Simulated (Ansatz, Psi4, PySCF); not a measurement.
Torsional profile of formic acid, SMILES O=CO. Scanned: dihedral O3–C2–O1–H4; all other coordinates were relaxed at B3LYP-D3(BJ)/def2-SVP. Points at φ and −φ are mirror images.

Atom numbering (GFN2-xTB optimised geometry, Å):
```
5

O      0.7790    -0.5451    -0.0365
C     -0.4206     0.0088     0.0129
O     -0.6433     1.1800     0.0476
H      1.4746     0.1348    -0.0413
H     -1.1897    -0.7785     0.0173
```

Computed with: CCSD/cc-pVTZ = CCSD on RHF/cc-pVTZ, frozen core // B3LYP-D3(BJ)/def2-SVP in Ansatz (a first-principles code); PBE-D3(BJ)/def2-TZVP // B3LYP-D3(BJ)/def2-SVP (Psi4); RKS-B3LYP/6-31G* = restricted B3LYP/6-31G*, spherical d // B3LYP-D3(BJ)/def2-SVP (PySCF).

Energies in eV, each method relative to its own lowest point.

```tsv
φ / °	CCSD/cc-pVTZ	PBE-D3(BJ)/def2-TZVP	RKS-B3LYP/6-31G*
-160	0.237	0.224	0.274
-140	0.343	0.349	0.393
-120	0.467	0.500	0.535
-100	0.542	0.597	0.625
-80	0.518	0.570	0.593
-60	0.390	0.422	0.442
-40	0.212	0.225	0.237
-20	0.060	0.063	0.067
0	0.000	0.000	0.000
20	0.060	0.063	0.067
40	0.212	0.225	0.237
60	0.390	0.422	0.442
80	0.518	0.570	0.593
100	0.542	0.597	0.625
120	0.467	0.500	0.535
140	0.343	0.349	0.393
160	0.237	0.224	0.274
180	0.196	0.177	0.229
```
